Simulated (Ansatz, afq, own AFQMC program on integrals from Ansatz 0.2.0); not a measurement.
AFQMC on a folder of integrals that Ansatz 0.2.0 wrote.

```yaml
crystal:
  periodic: [false, false, false]
  atoms:
    - {symbol: Si, position_ang: [0.000000, 0.000000, 2.100805]}
    - {symbol: Al, position_ang: [0.000000, 0.000000, -0.252999]}
    - {symbol: H, position_ang: [0.000000, 0.000000, -1.847805]}
basis:
  gaussian: {orbitals: 6-31G}
magnetization: {spin_polarized: false}
correlation: {method: ccsd_t, electrons: outside_noble_gas, hamiltonian_folder: ham}
```

```sh
$ ansatz run in.yaml --threads 1 --pin off --events-out ev --progress --plain --max-ram 16896MiB --backend cuda --devices 0, --max-vram 18GiB
```

Options of the walk:

```
--method phaseless --trial cisd --walkers 4000 --populations 20 --least-time 60 --time-step 0.005 --steps-per-block 50 --equilibration-blocks 28 --max-blocks 4000 --target-error 0.00017 --factor-cut 1e-05 --seed 1729 --release-times 0.24,0.51,0.99,1.62,2.4 --release-step 0.03 --release-every 3 --taylor-order 6
```

Times are imaginary, in 1/Eh. The walk had a cap of 122 s. With eight or more populations the least sampling time is a fifth of least-time, and the error comes from their spread.

Output of the walk:

```
orbitals 18  electrons 4 4  factors 103 of 310
reference energy -531.24607728 Eh
CCSD correlation -0.09853188 Eh in 14 cycles, weight of the determinant in the CISD state 0.8605
energy of the start -531.344616 Eh
 block  time / (1/Eh)  mean weight  energy / Eh
     1     0.250  0.9999  -531.343697
     2     0.500  1.0000  -531.343582
     3     0.750  1.0000  -531.343809
     4     1.000  0.9999  -531.344082
     5     1.250  0.9999  -531.344621
    12     3.000  0.9999  -531.346563
    19     4.750  0.9999  -531.347567
    21     5.250  1.0000  -531.347174
    26     6.500  1.0001  -531.348294
    33     8.250  0.9998  -531.348081
    40    10.000  0.9999  -531.348663
    47    11.750  1.0000  -531.348238
    54    13.500  0.9998  -531.348106
    61    15.250  0.9999  -531.348668
    68    17.000  1.0001  -531.348216
    73    18.250  1.0000  -531.350043
    75    18.750  0.9999  -531.348863
    78    19.500  1.0001  -531.348788
error from the spread of 20 populations
released: time / (1/Eh)  energy / Eh  error  mean overlap
  0.24  -531.348586  0.000173  0.9985
  0.51  -531.348722  0.000148  0.9975
  0.99  -531.348804  0.000116  0.9975
  1.62  -531.348886  0.000098  1.0003
  2.40  -531.348906  0.000124  1.0042
energy -531.348354 +/- 0.000140 Eh
(rows thinned)
```

The run passed its tests (sampling time, drift between the halves within three errors, error under three times the target), which doesn't prove that it has relaxed.

Against this walk (error 3.8 meV) on the same determinant: CCSD(T) 17.2 meV higher, CCSDT(Q) 82.8 meV lower, CCSDTQ 90.8 meV lower, full CI 93.2 meV lower. The error is statistical and leaves out the bias of the constraint. Released to 2.40 1/Eh the energy lies 15 ± 5 meV (both errors) below the phaseless value, which shows part or all of the bias of the constraint, and full CI lies 78.2 meV below the released value. Full CI is exact here, so the walk's 93 meV above it is the walk's own error: the bias of the constraint with this trial. The determinant is a poor start (see the cautions), so the low cluster orders aren't to be relied on, and full CI is the sure value.

Cautions: constraint bias not in the error; higher spins were not checked; restricted determinant unstable towards unrestricted (UHF 704 meV lower, ⟨S²⟩ 1.00); strong correlation (T1 0.029, weight of the determinant 0.86, largest double 0.17); the CCSDT(Q) amplitudes may be one of several solutions (largest double 0.63); the CCSDTQ amplitudes may be one of several solutions (largest double 0.93); the released energy hasn't reached full CI (78 meV above it at 2.40 1/Eh); the determinant fills πx and πy unequally, so it mixes two states of the linear molecule, and each level undoes that mixture to a different degree, while full CI gives the lower state, and by Hund's rule a triplet of that filling probably lies lower still; CCSDTQ on the UHF determinant differs (605 meV lower), perhaps since the unrestricted series falls towards higher spin.

The walk took 24 s on 1 × NVIDIA H100 80GB HBM3 with 2 threads of AMD EPYC 7R13 Processor (Zen 3), on a shared host (the card was shared). The log's last line is the phaseless energy.

CCSDT and higher add their correlation energy to the determinant of the CCSD(T) run, since their own runs factorise the integrals more tightly (a shift of under 2 meV).
